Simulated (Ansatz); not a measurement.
## How far each method lies from full CI for [H···H···SiH3], doublet

Geometry: a point of a hydrogen-transfer path between rigid fragments, not a stationary point.

| atom | x (Å) | y (Å) | z (Å) |
| --- | --- | --- | --- |
| H | -2.6755 | 0.0000 | 0.0000 |
| H | -1.9305 | 0.0000 | 0.0000 |
| Si | 0.1055 | 0.0000 | 0.0000 |
| H | 0.5555 | -1.4163 | 0.0000 |
| H | 0.5555 | 0.7081 | -1.2265 |
| H | 0.5555 | 0.7081 | 1.2265 |

Basis 6-31G; Ansatz 0.2.0. Only valence electrons are correlated (noble-gas cores frozen), which leaves 9 electrons in 18 orbitals. R marks a restricted (for open shells ROHF) determinant, U an unrestricted one. Active spaces: valence = (9e, 9o) chosen from the atoms' valence shells; pair = (3e, 3o) about the gap.

Full CI is exact within this basis and frozen core; it isn't the basis-set limit. The frozen core follows each run's orbitals, which can shift R against U totals by a few meV.

For open shells CISD is restricted-active-space CI with the open shells as a complete middle space.

- UHF ⟨S²⟩: 0.763
- T1 diagnostic (RCCSD): 0.0160
- largest doubles amplitude (RCCSD): 0.038
- T1 diagnostic (UCCSD): 0.0094

```
                     level  E − E(full CI) (kJ/mol)  share of correlation (%)  wall time
                       RHF                    258.2                      0.00          –
                       UHF                    251.2                      2.71          –
                      RMP2                     75.8                     70.62          –
                      UMP2                     74.5                     71.14          –
                      CISD                     14.6                     94.35     0.51 s
                     RCCSD                      3.4                     98.68          –
                     UCCSD                      3.4                     98.69          –
                  RCCSD(T)                      1.0                     99.60     0.79 s
                  UCCSD(T)                      1.0                     99.59     0.64 s
                   BCCD(T)                      1.0                     99.60     0.93 s
                    RCCSDT                      0.1                     99.95          –
                    UCCSDT                      0.1                     99.96          –
                 RCCSDT(Q)                      0.0                     99.99      5.5 s
                 UCCSDT(Q)                      0.0                     99.99      4.9 s
                   RCCSDTQ                      0.0                    100.00       51 s
       CASSCF (pair space)                    207.5                     19.61          –
       NEVPT2 (pair space)                     62.6                     75.75     0.87 s
    CASSCF (valence space)                     73.6                     71.50          –
    NEVPT2 (valence space)                     22.7                     91.21      4.2 s
NEVPT4(SD) (valence space)                      4.6                     98.23        7 s
    MRCISD (valence space)                      2.6                     99.00          –
  MRCISD+Q (valence space)                      1.3                     99.48      6.5 s
```

The correlation energy at full CI, counted from RHF, is -2.676 eV. That run took 2.1 min on 1 thread of Intel Xeon Platinum 8259CL, shared host over 13,106,016 determinants.

Times hold each run's SCF and search for its determinant on a shared host, so for small cases they say little of a method's own cost; they ran on 1 thread of Intel Xeon Platinum 8259CL.

The full-CI state has the irrep A' of Cs, in the program's axes (one component, if the state is degenerate).

Natural occupations of full CI about the gap: 1.976 1.970 1.962 1.962 0.996 0.032 0.026 0.026 0.023 0.005; effectively unpaired electrons, Σ n²(2−n)², 1.03.
